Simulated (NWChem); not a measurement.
**C3H8O2 (dimethoxymethane) at 4 levels**

Wanted: a comparison of 4 runs (HF/STO-3G, HF/3-21G, B3LYP/6-31G*) of C3H8O2 (dimethoxymethane). 

The results are computed with NWChem 7.3.0.

### Step 1. Starting point

C3H8O2: 13 atoms, total charge 0, spin state singlet. As SMILES, `COCOC`. The C3–H10 distance was set to 2.415 Å, away from the relaxed value. At this shape a bond of the SMILES string is far longer than usual.

Bond lengths: C1–O2 1.409 Å, O2–C3 1.392 Å, C3–O4 1.392 Å, O4–C5 1.409 Å, C1–H6 1.090 Å, C1–H7 1.098 Å, C1–H8 1.095 Å, C3–H9 1.098 Å, C5–H11 1.090 Å, C5–H12 1.098 Å, C5–H13 1.095 Å. Some angles: C1–O2–C3 113.2°, O2–C3–O4 113.9°, C3–O4–C5 113.2°, O2–C1–H6 107.2°, O2–C1–H7 110.9°, O2–C1–H8 111.8°, O2–C3–H9 110.9°, O4–C3–H9 105.4°, O4–C5–H11 107.2°, O4–C5–H12 110.9°.

### Step 2. The energy at HF/STO-3G (run 1)

run.py reads:

```python
from ase import Atoms
from ase.calculators.nwchem import NWChem

mol = Atoms(['C', 'O', 'C', 'O', 'C', 'H', 'H', 'H', 'H', 'H', 'H', 'H', 'H'], positions=[
    [-2.278119, -1.190327, 1.304081],
    [-0.991519, -0.656327, 1.093981],
    [-0.442319, -1.015827, -0.133119],
    [-1.099619, -0.463327, -1.228319],
    [-0.957319, 0.935673, -1.313319],
    [-2.593319, -0.886427, 2.301881],
    [-2.261219, -2.287227, 1.252481],
    [-2.997219, -0.817427, 0.567981],
    [-0.491919, -2.102427, -0.280219],
    [1.856200, -0.280600, -0.049300],
    [-1.467919, 1.256273, -2.220919],
    [0.101581, 1.219373, -1.378919],
    [-1.401319, 1.441573, -0.450219],
])

calc = NWChem(
    label='c3h8o2',
    theory='scf',
    memory='2200 mb',
    basis='STO-3G',
    basispar='spherical bse',
    scf={'nopen': '0', 'rhf': None, 'thresh': '1e-08', 'maxiter': '80'},
    task='energy',
)
mol.calc = calc

e = mol.get_potential_energy()
print(f"E = {e:.6f} eV")
print("dipole (e A):", mol.get_dipole_moment().round(4))
```

Command:

```sh
$ export ASE_NWCHEM_COMMAND="nwchem PREFIX.nwi > PREFIX.nwo"
$ python run.py
```

What it wrote:

```text
E = -7190.667445 eV
dipole (e A): [-0.3498  0.0066 -0.0368]
```

The calculator wrote c3h8o2.nwi:

```
title "c3h8o2"

permanent_dir c3h8o2

scratch_dir c3h8o2

start c3h8o2

geometry units angstrom nocenter noautosym noautoz
  C  -2.2781189999999998e+00 -1.1903269999999999e+00 1.3040810000000000e+00
  O  -9.9151900000000004e-01 -6.5632699999999999e-01 1.0939810000000001e+00
  C  -4.4231900000000002e-01 -1.0158270000000000e+00 -1.3311899999999999e-01
  O  -1.0996189999999999e+00 -4.6332699999999999e-01 -1.2283189999999999e+00
  C  -9.5731900000000003e-01 9.3567299999999998e-01 -1.3133189999999999e+00
  H  -2.5933190000000002e+00 -8.8642699999999996e-01 2.3018809999999998e+00
  H  -2.2612190000000001e+00 -2.2872270000000001e+00 1.2524810000000000e+00
  H  -2.9972189999999999e+00 -8.1742700000000001e-01 5.6798099999999996e-01
  H  -4.9191900000000000e-01 -2.1024270000000000e+00 -2.8021900000000000e-01
  H  1.8562000000000001e+00 -2.8060000000000002e-01 -4.9299999999999997e-02
  H  -1.4679190000000000e+00 1.2562730000000000e+00 -2.2209189999999999e+00
  H  1.0158100000000000e-01 1.2193730000000000e+00 -1.3789190000000000e+00
  H  -1.4013190000000000e+00 1.4415730000000000e+00 -4.5021899999999998e-01
end

memory 2200 mb

basis spherical bse noprint
   * library STO-3G
end

scf
  nopen 0
  rhf
  thresh 1e-08
  maxiter 80
end

task scf energy
```

c3h8o2.nwo:

```text
Northwest Computational Chemistry Package (NWChem) 7.3.0
             --------------------------------------------------------

           Job information
           ---------------

    nwchem branch   = 7.3.0
    use scalapack   = T
    input           = c3h8o2.nwi
    prefix          = c3h8o2.
    data base       = c3h8o2/c3h8o2.db
    status          = startup
    nproc           =        1

           Memory information
           ------------------

[... 5 lines left out ...]
    hardfail = no
[... 138 lines left out ...]
         Quadratically convergent ROHF
[... 16 lines left out ...]
       Final RHF  results
[... 4 lines left out ...]
      Two-electron energy =    290.458051916848
[... 40 lines left out ...]
                       ROHF Final Molecular Orbital Analysis
[... 226 lines left out ...]
       Multipole analysis of the density wrt the origin
       ------------------------------------------------

     L   x y z        total         open         nuclear
     -   - - -        -----         ----         -------
     0   0 0 0     -0.000000      0.000000     42.000000

     1   1 0 0     -0.661107      0.000000    -90.802806
[... 8 lines of this table left out ...]
     2   0 0 2    -22.955471      0.000000    202.161310

 Task  times  cpu:        3.9s     wall:        3.9s
 Total times  cpu:        4.0s     wall:        4.0s
```

It took 5.1 s on 1 thread of Intel Xeon Platinum 8488C (Sapphire Rapids), shared host; peak memory 0.1 GiB.

### Step 3. The energy at HF/3-21G (run 2)

nw.nw reads:

```
echo
START nw
TITLE "C3H8O2"
memory 2200 mb
charge 0
GEOMETRY units angstroms noautosym nocenter noautoz
C       -2.278119      -1.190327       1.304081
O       -0.991519      -0.656327       1.093981
C       -0.442319      -1.015827      -0.133119
O       -1.099619      -0.463327      -1.228319
C       -0.957319       0.935673      -1.313319
H       -2.593319      -0.886427       2.301881
H       -2.261219      -2.287227       1.252481
H       -2.997219      -0.817427       0.567981
H       -0.491919      -2.102427      -0.280219
H        1.856200      -0.280600      -0.049300
H       -1.467919       1.256273      -2.220919
H        0.101581       1.219373      -1.378919
H       -1.401319       1.441573      -0.450219
END
BASIS spherical bse
* library 3-21G
END
SCF
thresh 1e-08
maxiter 80
END
TASK scf
```

Command:

```sh
$ nwchem nw.nw > nw.out
```

What it wrote:

```text
[...]
  functions       =    61
[...]
  wavefunction    = RHF
[...]
         Total SCF energy =   -266.267438175880
      One-electron energy =   -750.126402676414
      Two-electron energy =    288.404991263695
 Nuclear repulsion energy =    195.453973236839
        Time for solution =      3.5s
[...]
```

It took 4.2 s on 1 thread of Intel Xeon Platinum 8488C (Sapphire Rapids), shared host; peak memory 0.099 GiB.

Run 3 isn't shown in full; the table further down has it.

### Step 4. The energy at B3LYP/6-31G(d) (Cartesian functions) (run 4)

c3h8o2.xyz reads:

```xyz
13
C3H8O2
C     -2.278119    -1.190327     1.304081
O     -0.991519    -0.656327     1.093981
C     -0.442319    -1.015827    -0.133119
O     -1.099619    -0.463327    -1.228319
C     -0.957319     0.935673    -1.313319
H     -2.593319    -0.886427     2.301881
H     -2.261219    -2.287227     1.252481
H     -2.997219    -0.817427     0.567981
H     -0.491919    -2.102427    -0.280219
H      1.856200    -0.280600    -0.049300
H     -1.467919     1.256273    -2.220919
H      0.101581     1.219373    -1.378919
H     -1.401319     1.441573    -0.450219
```

run.py reads:

```python
from ase.io import read
from ase.calculators.nwchem import NWChem

molecule = read('c3h8o2.xyz')

calc = NWChem(
    label='c3h8o2',
    theory='dft',
    memory='2200 mb',
    basis='6-31G*',
    dft={'xc': 'b3lyp', 'mult': '1', 'grid': 'fine', 'convergence': 'energy 1e-08', 'iterations': '100', 'mulliken': None},
    task='energy',
)
molecule.calc = calc

print("Total energy (eV):", round(molecule.get_potential_energy(), 6))
print("dipole (e A):", molecule.get_dipole_moment().round(4))
```

Command:

```sh
$ export ASE_NWCHEM_COMMAND="nwchem PREFIX.nwi > PREFIX.nwo"
$ python run.py
```

What it wrote:

```text
Total energy (eV): -7330.50876
dipole (e A): [-0.5767 -0.0106 -0.0301]
```

The calculator wrote c3h8o2.nwi:

```
title "c3h8o2"

permanent_dir c3h8o2

scratch_dir c3h8o2

start c3h8o2

geometry units angstrom nocenter noautosym noautoz
  C  -2.2781189999999998e+00 -1.1903269999999999e+00 1.3040810000000000e+00
  O  -9.9151900000000004e-01 -6.5632699999999999e-01 1.0939810000000001e+00
  C  -4.4231900000000002e-01 -1.0158270000000000e+00 -1.3311899999999999e-01
  O  -1.0996189999999999e+00 -4.6332699999999999e-01 -1.2283189999999999e+00
  C  -9.5731900000000003e-01 9.3567299999999998e-01 -1.3133189999999999e+00
  H  -2.5933190000000002e+00 -8.8642699999999996e-01 2.3018809999999998e+00
  H  -2.2612190000000001e+00 -2.2872270000000001e+00 1.2524810000000000e+00
  H  -2.9972189999999999e+00 -8.1742700000000001e-01 5.6798099999999996e-01
  H  -4.9191900000000000e-01 -2.1024270000000000e+00 -2.8021900000000000e-01
  H  1.8562000000000001e+00 -2.8060000000000002e-01 -4.9299999999999997e-02
  H  -1.4679190000000000e+00 1.2562730000000000e+00 -2.2209189999999999e+00
  H  1.0158100000000000e-01 1.2193730000000000e+00 -1.3789190000000000e+00
  H  -1.4013190000000000e+00 1.4415730000000000e+00 -4.5021899999999998e-01
end

memory 2200 mb

basis noprint
   * library 6-31G*
end

dft
  xc b3lyp
  mult 1
  grid fine
  convergence energy 1e-08
  iterations 100
  mulliken
end

task dft energy
```

c3h8o2.nwo:

```text
Northwest Computational Chemistry Package (NWChem) 7.3.0
             --------------------------------------------------------

           Job information
           ---------------

    nwchem branch   = 7.3.0
    use scalapack   = T
    input           = c3h8o2.nwi
    prefix          = c3h8o2.
    data base       = c3h8o2/c3h8o2.db
    status          = startup
    nproc           =        1

           Memory information
           ------------------

[... 5 lines left out ...]
    hardfail = no
[... 127 lines left out ...]
          Convergence on energy requested:  1.00D-08
[... 26 lines left out ...]
          Convergence Information
[... 30 lines left out ...]
 1-e energy   =    -749.985808
[... 69 lines left out ...]
      One electron energy =     -752.968208389695
[... 8 lines left out ...]
                       DFT Final Molecular Orbital Analysis
[... 671 lines left out ...]
     Multipole analysis of the density
     ---------------------------------

     L   x y z        total         alpha         beta         nuclear
     -   - - -        -----         -----         ----         -------
     0   0 0 0     -0.000000    -21.000000    -21.000000     42.000000

     1   1 0 0     -1.089743     44.856532     44.856532    -90.802806
[... 8 lines of this table left out ...]
     2   0 0 2    -23.973581   -113.067445   -113.067445    202.161310

 Task  times  cpu:       30.2s     wall:       30.2s
 Total times  cpu:       30.3s     wall:       30.3s
```

It took 32 s on 1 thread of Intel Xeon Platinum 8488C (Sapphire Rapids), shared host; peak memory 0.12 GiB.

### Step 5. Overview of the runs

```csv
run,level,iteration cap,module,energy (Eh),dipole moment (D),HOMO energy (eV),LUMO energy (eV),wall time
1,HF/STO-3G,80,scf,-264.252157,1.69,-5.64,3.42,5.1 s
2,HF/3-21G,80,scf,-266.267438,3.02,-8.33,1.16,4.2 s
3,B3LYP/6-31G* (spherical functions),100,dft,-269.386774,–,–,–,60 s
4,B3LYP/6-31G* (Cartesian functions),100,dft,-269.391230,2.77,-6.25,-2.59,32 s
```

### Step 6. What came out

```
            quantity          value
 run 4: total energy  -269.39123 Eh
run 4: dipole moment         2.77 D
  run 4: HOMO energy       -6.25 eV
  run 4: LUMO energy       -2.59 eV
run 4: HOMO–LUMO gap        3.65 eV
```

Over runs 1, 2, 4 the dipole moment (its size) runs from 1.69 D (HF/STO-3G) to 3.02 D (HF/3-21G). Over runs 1, 2, 4 the HOMO–LUMO gap runs from 3.65 eV (B3LYP/6-31G*) to 9.49 eV (HF/3-21G). The two ends differ in method and basis. In run 1 the basis is minimal, so the values are rough. In runs 1, 2, 3, 4 a closed-shell determinant meets a far-stretched bond, which it describes badly. All runs together took 1.7 min, the longest 60 s.
